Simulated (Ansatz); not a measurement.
Ansatz (an electronic-structure program) input (PBE-QIDH/def2-TZVPD):

Ansatz 0.2 input:
```yaml
crystal:
  periodic: [false, false, false]
  atoms:
    - {symbol: S, position_ang: [0.10491123, -0.00079548, 0.04460729]}
    - {symbol: H, position_ang: [-0.32425306, 0.99411402, -0.77358955]}
    - {symbol: H, position_ang: [-0.34497428, -0.99733403, -0.76036906]}
    - {symbol: H, position_ang: [-1.00935239, 0.01594770, 0.82024201]}
basis:
  gaussian:
    orbitals: def2-TZVPD
hamiltonian:
  xc: {name: PBE-QIDH}
total_charge: 1
magnetization: {spin_polarized: false}
correlation: {electrons: outside_noble_gas}
```

Output:

```
Functional definition: PBE-QIDH
integrals: 0.02 GiB planned
511 factors; integrals over basis functions are off by at most 6.0e-4 eV
mean field: 0.16 GiB planned
mean field evaluation 1: about -10866.8688 eV, gradient 1.9e1 eV
mean field evaluation 2: about -10866.8708 eV, gradient 1.9e1 eV
mean field evaluation 4: about -10867.8298 eV, gradient 1.0e0 eV
mean field evaluation 8: about -10867.8368 eV, gradient 1.0e-2 eV
mean field evaluation 16: about -10867.8368 eV, gradient 9.5e-6 eV
mean field -10867.83683661 eV, -399.3856372610 hartree, gradient 9.5e-6 eV, S^2 0.000000; 0 other end points of the search recorded, 0 dependent functions left out
5 core orbitals not correlated
reference -10867.83684495 eV, -399.3856375674 hartree; 4, 4 occupied and 64, 64 virtual orbitals, 511 factors
second order -5.52246438 eV of doubles, -0.00000000 eV of singles
Total energy: -10869.67766641 eV, -399.4532865083 hartree
```
